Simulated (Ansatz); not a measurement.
# BF2: the cost of one run

The runs use Ansatz 0.2.0, Gaussian basis; def2-QZVPP, core rule «outside noble gas», up to 3 orbitals frozen.

The runs, in order: UHF; ROHF; CCSD(T) on UHF.

## (1) What is computed

The geometry is a PBE0/def2-TZVP stationary point (not a proven minimum) of the parent state, kept for this charge and spin.

3 atoms, charge 1, spin multiplicity 3.

Atoms are counted from 1 here; the program's logs count them from 0.

Bond lengths: B1–F2 1.470 Å, B1–F3 1.470 Å. Angles: F2–B1–F3 82.4°.

As a file:

```xyz
3
charge 1, multiplicity 3
B     0.0000   -0.8609    0.0000
F     0.0000    0.2450   -0.9680
F     0.0000    0.2450    0.9680
```

## (2) UHF

The input, in.yaml:

```yaml
crystal:
  periodic: [false, false, false]
  atoms:
    - {symbol: B, position_ang: [0.000000, -0.860948, 0.000000]}
    - {symbol: F, position_ang: [0.000000, 0.244960, -0.967951]}
    - {symbol: F, position_ang: [0.000000, 0.244960, 0.967951]}
basis:
  gaussian: {orbitals: "def2-QZVPP.json"}
total_charge: 1
magnetization: {spin_polarized: true, initial_magnetization: 2}
hamiltonian: {xc: hf}
output: {orbitals: {seedname: orbitals}}
```

Command:

```sh
ansatz run in.yaml --threads 1 --pin off --events-out ev --progress --plain --max-ram 2393MiB
```

Q: Estimate wall time and peak memory on 1 thread of Intel Xeon Platinum 8259CL at 2.50GHz, shared host.

About 11 s, with a peak of 0.33 GiB.
